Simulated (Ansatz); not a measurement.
Frontier orbitals of `F/C(Cl)=C(/F)Cl`.

Total charge 0; spin multiplicity 1. The structure was optimised at the PBE0-D4/def2-TZVP level. Basis def2-TZVPP, the Gaussian-basis code of Ansatz.

| functional | HOMO (eV) | LUMO (eV) | gap (eV) |
| --- | --- | --- | --- |
| PBE | -6.05 | -1.17 | 4.88 |
| revPBE | -5.97 | -1.07 | 4.90 |
| PBE0 | -7.34 | -0.24 | 7.10 |
| BHLYP | -8.51 | 0.86 | 9.37 |
| LC-ωPBE | -10.01 | 2.05 | 12.06 |
| ωB97M-V | -9.49 | 1.99 | 11.48 |

From PBE to PBE0 the HOMO moves by −1.29 eV and the LUMO by +0.94 eV, and with ωB97M-V by −3.44 and +3.17 eV, so the gap grows from 4.88 to 11.49 eV with exact exchange. A positive LUMO is unbound and depends on the basis.

LC-ωPBE has ω = 0.4 bohr⁻¹.
